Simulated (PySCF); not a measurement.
**Heteronuclear NMR**

Atom-mapped SMILES (the numbers label the heavy atoms): `[CH3:1][C:2]#[C:3][C:4]#[N:5]`; H(Xn) means a hydrogen on atom n.

[PySCF 2.14: coordinates at the GFN2-xTB level; spin–spin couplings from B3LYP/pcJ-1; σ from GIAO-PBE0/pcSseg-1; in vacuum; one averaged value for each set of equivalent atoms; no relativistic terms; one computed conformer]

Where does $^{15}$N resonate?

Answers


```json
{"atoms": "N5", "environment": "nitrile nitrogen", "σ (ppm)": "-32.6", "δ (ppm)": "-118.0"}
```

Shieldings were converted by a linear fit to measured shifts: $^{15}$N (scatter 6.3 ppm rms vs CH3NO2, solution or neat liquid). A few per cent of atoms miss by over 2 rms, more outside the fitted compound classes. Couplings are scaled by factors fitted to measured values: $^{2}J$(H,H) × 0.95 (rms 1.3 Hz); all others are unscaled and can be 10–30 % off.

Couplings (the largest are listed; each averaged over equivalent pairs): $^{1}J$(C4,N5) = -25.3 Hz, $^{2}J$(C3,N5) = 4.6 Hz, $^{3}J$(C2,N5) = -11.2 Hz. Signs are for $^{15}$N, whose magnetogyric ratio is negative.

On a 600 MHz spectrometer $^{15}$N resonates near 60.8 MHz, so 1 ppm is 60.8 Hz.
